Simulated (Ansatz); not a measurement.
# The silicon atom (triplet): density functionals in cc-pVDZ, part 2 of 2

Ansatz 0.2.0, Gaussian basis; cc-pVDZ, all electrons in the functionals, frozen cores in the correlation of double hybrids and RPA. Earlier steps stand in the parts before.

## (11) r2SCAN0 (unrestricted)

in.yaml

```yaml
crystal:
  periodic: [false, false, false]
  atoms:
    - {symbol: Si, position_ang: [0.000000, 0.000000, 0.000000]}
basis:
  gaussian: {orbitals: cc-pVDZ}
magnetization: {spin_polarized: true, initial_magnetization: 2}
hamiltonian: {xc: {name: r2SCAN0}}
```

Launch:

```console
$ ansatz run in.yaml --threads 1 --pin off --events-out ev --progress --plain --max-ram 2393MiB
```

Log (excerpt; [...] marks lines left out):

```text
Functional definition: r2SCAN0
  name "r2SCAN0"
  cite "Bursch, Neugebauer, Ehlert & Grimme, J. Chem. Phys. 156, 134105 (2022) doi:10.1063/5.0086040"
  cite "Furness, Kaplan, Ning, Perdew & Sun, J. Phys. Chem. Lett. 11, 8208 (2020) doi:10.1021/acs.jpclett.0c02405"
  cite "Furness, Kaplan, Ning, Perdew & Sun, J. Phys. Chem. Lett. 11, 9248 (2020) doi:10.1021/acs.jpclett.0c03077"
  parent r2scan
[...]
100 factors; integrals over basis functions are off by at most 2.0e-4 eV
[...]
mean field -7873.29487847 eV, -289.3382500729 hartree, gradient 3.0e-5 eV, S^2 2.007691; 0 other end points of the search recorded, 0 dependent functions left out
reference -7873.29488442 eV, -289.3382502915 hartree; 8, 6 occupied and 10, 12 virtual orbitals, 100 factors
Total energy: -7873.29488442 eV, -289.3382502915 hartree
```

Wall time 0.54 s (1 thread of Arm Neoverse V2, shared host).

From the report: ⟨S²⟩ of the determinant 2.008 (pure triplet: 2.00).

## (12) BHLYP (unrestricted)

in.yaml: that of step 11 with these lines changed.

```diff
@@ -7,2 +7,2 @@
 magnetization: {spin_polarized: true, initial_magnetization: 2}
-hamiltonian: {xc: {name: r2SCAN0}}
+hamiltonian: {xc: {name: BHLYP}}
```

Same command.

Log:

```text
Functional definition: BHLYP
  name "BHLYP"
  cite "Becke, J. Chem. Phys. 98, 1372 (1993) doi:10.1063/1.464304"
  cite "Becke, Phys. Rev. A 38, 3098 (1988) doi:10.1103/PhysRevA.38.3098"
  cite "Lee, Yang & Parr, Phys. Rev. B 37, 785 (1988) doi:10.1103/PhysRevB.37.785"
  parameter a = 0.5
  exchange = (1 - a)*b88_x + a*exact_x
  correlation = lyp_c
100 factors; integrals over basis functions are off by at most 2.0e-4 eV
mean field evaluation 1: about -7874.2366 eV, gradient 2.2e0 eV
mean field evaluation 2: about -7874.2957 eV, gradient 5.4e-1 eV
mean field evaluation 4: about -7874.3040 eV, gradient 9.7e-2 eV
mean field evaluation 8: about -7874.3041 eV, gradient 3.8e-4 eV
mean field -7874.30412813 eV, -289.3753393137 hartree, gradient 3.1e-5 eV, S^2 2.004544; 0 other end points of the search recorded, 0 dependent functions left out
reference -7874.30421930 eV, -289.3753426643 hartree; 8, 6 occupied and 10, 12 virtual orbitals, 100 factors
Total energy: -7874.30421930 eV, -289.3753426643 hartree
```

Run time: 0.18 s. Hardware: 1 thread of Arm Neoverse V2, shared host.

From the report: ⟨S²⟩ of the determinant 2.005 (pure triplet: 2.00).

## (13) CAM-B3LYP (unrestricted)

in.yaml: that of step 12 with these lines changed.

```diff
@@ -7,2 +7,2 @@
 magnetization: {spin_polarized: true, initial_magnetization: 2}
-hamiltonian: {xc: {name: BHLYP}}
+hamiltonian: {xc: {name: CAM-B3LYP}}
```

The command is unchanged.

Log (excerpt; [...] marks lines left out):

```text
Functional definition: CAM-B3LYP
  name "CAM-B3LYP"
  cite "Yanai, Tew & Handy, Chem. Phys. Lett. 393, 51 (2004) doi:10.1016/j.cplett.2004.06.011"
  cite "Iikura, Tsuneda, Yanai & Hirao, J. Chem. Phys. 115, 3540 (2001) doi:10.1063/1.1383587"
  cite "Becke, Phys. Rev. A 38, 3098 (1988) doi:10.1103/PhysRevA.38.3098"
  cite "Lee, Yang & Parr, Phys. Rev. B 37, 785 (1988) doi:10.1103/PhysRevB.37.785"
  cite "Vosko, Wilk & Nusair, Can. J. Phys. 58, 1200 (1980) doi:10.1139/p80-159"
[...]
  # Exact exchange under (alpha + beta erf(omega r))/r, Becke's under what is left of 1/r.
[...]
100 factors; integrals over basis functions are off by at most 2.0e-4 eV
48 factors; integrals over basis functions are off by at most 1.0e-4 eV
[...]
mean field -7874.24900915 eV, -289.3733137286 hartree, gradient 3.0e-5 eV, S^2 2.003539; 0 other end points of the search recorded, 0 dependent functions left out
reference -7874.24907413 eV, -289.3733161164 hartree; 8, 6 occupied and 10, 12 virtual orbitals, 100 factors
Total energy: -7874.24907413 eV, -289.3733161164 hartree
```

Run time: 0.21 s. Hardware: 1 thread of Arm Neoverse V2, shared host.

From the report: ⟨S²⟩ of the determinant 2.004 (pure triplet: 2.00).

## (14) wB97X-V (unrestricted)

in.yaml: that of step 13 with these lines changed.

```diff
@@ -7,2 +7,2 @@
 magnetization: {spin_polarized: true, initial_magnetization: 2}
-hamiltonian: {xc: {name: CAM-B3LYP}}
+hamiltonian: {xc: {name: wB97X-V}}
```

Same command.

Log (excerpt; [...] marks lines left out):

```text
Functional definition: wB97X-V
  name "wB97X-V"
  cite "Mardirossian & Head-Gordon, Phys. Chem. Chem. Phys. 16, 9904 (2014) doi:10.1039/C3CP54374A"
  cite "Becke, J. Chem. Phys. 107, 8554 (1997) doi:10.1063/1.475007"
  cite "Vydrov & Van Voorhis, J. Chem. Phys. 133, 244103 (2010) doi:10.1063/1.3521275"
[...]
      + integral(e_c_pw_opposite_spin*poly(b97_u_opposite, cos0, cos1)) + vv10(b, c)
100 factors; integrals over basis functions are off by at most 2.0e-4 eV
45 factors; integrals over basis functions are off by at most 5.3e-5 eV
[...]
mean field -7872.66946534 eV, -289.3152665641 hartree, gradient 1.8e-5 eV, S^2 2.003281; 0 other end points of the search recorded, 0 dependent functions left out
reference -7872.66946634 eV, -289.3152666010 hartree; 8, 6 occupied and 10, 12 virtual orbitals, 100 factors
Total energy: -7872.66946634 eV, -289.3152666010 hartree
```

It took 0.6 s on 1 thread of Arm Neoverse V2, shared host.

From the report: ⟨S²⟩ of the determinant 2.003 (pure triplet: 2.00).

## (15) wB97M-V (unrestricted)

in.yaml: that of step 14 with these lines changed.

```diff
@@ -7,2 +7,3 @@
 magnetization: {spin_polarized: true, initial_magnetization: 2}
-hamiltonian: {xc: {name: wB97X-V}}
+hamiltonian: {xc: {name: wB97M-V}}
+output: {orbitals: {seedname: orbitals}}
```

Same command.

Log (excerpt; [...] marks lines left out):

```text
Functional definition: wB97M-V
  name "wB97M-V"
  cite "Mardirossian & Head-Gordon, J. Chem. Phys. 144, 214110 (2016) doi:10.1063/1.4952647"
  cite "Becke, J. Chem. Phys. 107, 8554 (1997) doi:10.1063/1.475007"
  cite "Vydrov & Van Voorhis, J. Chem. Phys. 133, 244103 (2010) doi:10.1063/1.3521275"
  # Of w^i u^j: cxij and so on, Table III.
[...]
  gx(w, u) = 1 - cx + cx01*u + cx10*w
  gss(w, u) = css00 + css04*u^4 + css10*w + css20*w^2 + css43*w^4*u^3
  gos(w, u) = cos00 + cos10*w + (cos20 + cos21*u)*w^2 + (cos60 + cos61*u)*w^6
[...]
      + integral(e_c_pw_mod_opposite_spin*gos(b97_w_opposite, b97_u_opposite)) + vv10(b, c)
100 factors; integrals over basis functions are off by at most 2.0e-4 eV
45 factors; integrals over basis functions are off by at most 5.3e-5 eV
[...]
mean field -7873.62498635 eV, -289.3503813136 hartree, gradient 7.6e-5 eV, S^2 2.000911; 0 other end points of the search recorded, 0 dependent functions left out
reference -7873.62500802 eV, -289.3503821099 hartree; 8, 6 occupied and 10, 12 virtual orbitals, 100 factors
Total energy: -7873.62500802 eV, -289.3503821099 hartree
```

Wall time 0.72 s (1 thread of Arm Neoverse V2, shared host).

From the report: ⟨S²⟩ of the determinant 2.001 (pure triplet: 2.00).

## (16) HSE06 (unrestricted)

in.yaml: that of step 15 with these lines changed.

```diff
@@ -7,3 +7,2 @@
 magnetization: {spin_polarized: true, initial_magnetization: 2}
-hamiltonian: {xc: {name: wB97M-V}}
-output: {orbitals: {seedname: orbitals}}
+hamiltonian: {xc: {name: HSE06}}
```

Launched as before.

Log (excerpt; [...] marks lines left out):

```text
Functional definition: HSE06
  name "HSE06"
  cite "Heyd, Scuseria & Ernzerhof, J. Chem. Phys. 118, 8207 (2003) doi:10.1063/1.1564060"
  cite "Krukau, Vydrov, Izmaylov & Scuseria, J. Chem. Phys. 125, 224106 (2006) doi:10.1063/1.2404663"
  cite "Heyd & Scuseria, J. Chem. Phys. 120, 7274 (2004) doi:10.1063/1.1668634"
  cite "Ernzerhof & Perdew, J. Chem. Phys. 109, 3313 (1998) doi:10.1063/1.476928"
  cite "Perdew, Burke & Ernzerhof, Phys. Rev. Lett. 77, 3865 (1996) doi:10.1103/PhysRevLett.77.3865"
  parent pbe
[...]
  # The whole range is PBE's own exchange, as in plane waves. The composition of these papers is wPBEh.
[...]
100 factors; integrals over basis functions are off by at most 2.0e-4 eV
19 factors; integrals over basis functions are off by at most 1.8e-5 eV
[...]
mean field -7870.64551959 eV, -289.2408879296 hartree, gradient 4.5e-5 eV, S^2 2.004373; 1 other end points of the search recorded, 0 dependent functions left out
reference -7870.64554130 eV, -289.2408887277 hartree; 8, 6 occupied and 10, 12 virtual orbitals, 100 factors
Total energy: -7870.64554130 eV, -289.2408887277 hartree
```

Run time: 0.42 s. Hardware: 1 thread of Arm Neoverse V2, shared host.

From the report: ⟨S²⟩ of the determinant 2.004 (pure triplet: 2.00).

## (17) B2PLYP (unrestricted)

in.yaml: that of step 16 with these lines changed.

```diff
@@ -7,2 +7,3 @@
 magnetization: {spin_polarized: true, initial_magnetization: 2}
-hamiltonian: {xc: {name: HSE06}}
+hamiltonian: {xc: {name: B2PLYP}}
+correlation: {electrons: outside_noble_gas}
```

Same command.

Log (excerpt; [...] marks lines left out):

```text
Functional definition: B2PLYP
  name "B2PLYP"
  cite "Grimme, J. Chem. Phys. 124, 034108 (2006) doi:10.1063/1.2148954"
  cite "Becke, Phys. Rev. A 38, 3098 (1988) doi:10.1103/PhysRevA.38.3098"
  cite "Lee, Yang & Parr, Phys. Rev. B 37, 785 (1988) doi:10.1103/PhysRevB.37.785"
[...]
100 factors; integrals over basis functions are off by at most 2.0e-4 eV
[...]
mean field -7870.41174881 eV, -289.2322970122 hartree, gradient 5.7e-7 eV, S^2 2.005504; 0 other end points of the search recorded, 0 dependent functions left out
5 core orbitals not correlated: weight in the atoms' cores, before any rotation towards them, 1.000 or more for the frozen orbitals, at most 0.000 for the correlated occupied ones
reference -7870.41183427 eV, -289.2323001528 hartree; 3, 1 occupied and 10, 12 virtual orbitals, 100 factors
second order -1.58187379 eV of doubles, -0.00000000 eV of singles
Total energy: -7870.83894020 eV, -289.2479960060 hartree
```

It took 0.21 s on 1 thread of Arm Neoverse V2, shared host.

From the report: ⟨S²⟩ of the determinant 2.006 (pure triplet: 2.00).

## (18) PBE-QIDH (unrestricted)

in.yaml: that of step 17 with these lines changed.

```diff
@@ -7,3 +7,3 @@
 magnetization: {spin_polarized: true, initial_magnetization: 2}
-hamiltonian: {xc: {name: B2PLYP}}
+hamiltonian: {xc: {name: PBE-QIDH}}
 correlation: {electrons: outside_noble_gas}
```

Same command.

Log (excerpt; [...] marks lines left out):

```text
Functional definition: PBE-QIDH
  name "PBE-QIDH"
  cite "Brémond, Sancho-García, Pérez-Jiménez & Adamo, J. Chem. Phys. 141, 031101 (2014) doi:10.1063/1.4890314"
  cite "Perdew, Burke & Ernzerhof, Phys. Rev. Lett. 77, 3865 (1996) doi:10.1103/PhysRevLett.77.3865"
[...]
100 factors; integrals over basis functions are off by at most 2.0e-4 eV
[...]
mean field -7867.81819104 eV, -289.1369855219 hartree, gradient 3.0e-6 eV, S^2 2.007466; 0 other end points of the search recorded, 0 dependent functions left out
5 core orbitals not correlated: weight in the atoms' cores, before any rotation towards them, 1.000 or more for the frozen orbitals, at most 0.000 for the correlated occupied ones
reference -7867.81819767 eV, -289.1369857656 hartree; 3, 1 occupied and 10, 12 virtual orbitals, 100 factors
second order -1.43781718 eV of doubles, -0.00000000 eV of singles
Total energy: -7868.29747006 eV, -289.1545987011 hartree
```

Run time: 1.2 s. Hardware: 1 thread of Arm Neoverse V2, shared host.

From the report: ⟨S²⟩ of the determinant 2.007 (pure triplet: 2.00).

## (19) RPA-PBE

in.yaml

```yaml
crystal:
  periodic: [false, false, false]
  atoms:
    - {symbol: Si, position_ang: [0.000000, 0.000000, 0.000000]}
basis:
  gaussian: {orbitals: cc-pVDZ}
magnetization: {spin_polarized: true, initial_magnetization: 2}
hamiltonian: {xc: {name: PBE}}
correlation: {method: rpa, electrons: outside_noble_gas}
```

Launched as before.

Log (excerpt; [...] marks lines left out):

```text
Functional definition: PBE
  name "PBE"
  cite "Perdew, Burke & Ernzerhof, Phys. Rev. Lett. 77, 3865 (1996) doi:10.1103/PhysRevLett.77.3865"
  parent pbe
[...]
100 factors; integrals over basis functions are off by at most 2.0e-4 eV
[...]
mean field -7870.05272461 eV, -289.2191031161 hartree, gradient 1.1e-6 eV, S^2 2.003183; 5 other end points of the search recorded, 0 dependent functions left out
5 core orbitals not correlated: weight in the atoms' cores, before any rotation towards them, 1.000 or more for the frozen orbitals, at most 0.000 for the correlated occupied ones
reference -7859.89737093 eV, -288.8459007519 hartree; 3, 1 occupied and 10, 12 virtual orbitals, 100 factors
Total energy: -7862.96827901 eV, -288.9587545424 hartree
```

Run time: 1.4 s. Hardware: 1 thread of Arm Neoverse V2, shared host.

From the report: ⟨S²⟩ of the determinant 2.003 (pure triplet: 2.00).

## (20) Side by side

```
functional  energy (eV)   ⟨S²⟩    time
     SPW92   -7842.2157  2.001  0.18 s
       PBE   -7870.0527  2.003  0.33 s
      BLYP   -7874.2213  2.002  0.51 s
    revPBE   -7872.5815  2.004  0.33 s
    r2SCAN   -7873.3110  2.007   1.5 s
    B97M-V   -7871.9720  2.004   1.4 s
      PBE0   -7870.8215  2.004  0.18 s
     B3LYP   -7874.6664  2.003   0.3 s
   r2SCANh   -7873.3040  2.007  0.78 s
   r2SCAN0   -7873.2949  2.008  0.54 s
     BHLYP   -7874.3042  2.005  0.18 s
 CAM-B3LYP   -7874.2491  2.004  0.21 s
   wB97X-V   -7872.6695  2.003   0.6 s
   wB97M-V   -7873.6250  2.001  0.72 s
     HSE06   -7870.6455  2.004  0.42 s
    B2PLYP   -7870.8389  2.006  0.21 s
  PBE-QIDH   -7868.2975  2.007   1.2 s
   RPA-PBE   -7862.9683  2.003   1.4 s
```

Orbital levels of the runs that wrote orbitals: PBE HOMO -4.50, LUMO -4.27 eV; PBE0 HOMO -5.56, LUMO -3.33 eV; wB97M-V HOMO -7.16, LUMO -1.17 eV.

## (21) What came out

The summary covers parts 1 to 2.

```
                quantity                       value
spread of total energies                     32.5 eV
       quickest, slowest  SPW92 0.18 s, r2SCAN 1.5 s
```

In words: Total energies of different functionals can't be ranked; only differences within one functional count. These atomic energies are the zero for atomisation energies at the same level.
